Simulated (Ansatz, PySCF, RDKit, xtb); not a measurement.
**Solving C2H2F−, step by step**

Only the formula C2H2F− is given (charge -1). Aim: find the structure of lowest free energy at 200 K, then its properties.

Plan: many cheap relaxations first (GFN2-xTB), then density-functional screening, relaxation at B3LYP-D4/def2-TZVPD, vibrations and a final energy. The numbers are computed, not measured.

7 further runs of the same task are left out: 7 set aside as unsound or not needed.

**1. Drawing up candidates**

A program enumerates the bonding patterns with one Lewis structure each (two rings at most, one unusual centre or charged pair), with their diastereomers. O–O, O–halogen and N–halogen bonds and N–N–N chains are not drawn. That gives 2 candidates.

| label | SMILES | spin |
| --- | --- | --- |
| c624 | C=[C-]F | singlet |
| c799 | [CH-]=CF | singlet |

Candidates are built by distance geometry, with a force field where one applies, in up to four conformers (letters a to d). 10 starts with atoms placed at random are added, to find patterns that the rules miss.

Q: Predict the outcome of this search (final energies at CCSD(T)/def2-TZVPPD).

| quantity | value |
| --- | --- |
| lowest structure found | C=[C-]F, singlet, Cs |
| next finalist | C=[C-]F, triplet, 55.4 kcal/mol higher in G |
| share at equilibrium, among the finalists | 100.0 % |
| harmonic wavenumbers, lowest and highest (B3LYP-D4/def2-TZVPD) | 493 and 3137 cm⁻¹ |
| rotational constants, same geometry | 2.229, 0.3682, 0.316 cm⁻¹ |
| HOMO energy (PBE0/def2-TZVPD) | 0.06 eV |
| LUMO energy (PBE0/def2-TZVPD) | 4.77 eV |
| HOMO–LUMO gap (to an unbound level, set by the basis) (PBE0/def2-TZVPD) | 4.71 eV |
| lowest excitation (TD-CAM-B3LYP/def2-SVPD) | 4.84 eV (f = 0.010) |
| strongest of the states computed, same level | 6.92 eV (f = 0.163) |
| lowest triplet excitation, same level, Tamm-Dancoff | 3.72 eV |
| vertical detachment energy | 2.01 eV |
| vertical triplet less singlet | +3.49 eV |

`C=[C-]F` comes out lowest. The margin of 55.4 kcal/mol over the next finalist is beyond the usual error of the last level; it says nothing of structures that weren't ranked. B3LYP-D4/def2-TZVPD, HF/def2-TZVPPD and MP2/def2-TZVPPD already put its bonding pattern lowest among the structures in one piece. A loose complex, C#C.[F-], lay -13.0 kcal/mol from the best structure in one piece at the screening level; it was neither relaxed nor ranked, and may be the true minimum. In an anion, excitations above the detachment energy lie in the continuum and hang on the basis, so they needn't be bound states. Lowest found is not proven lowest: the search is finite, and each finalist counts with one conformer.
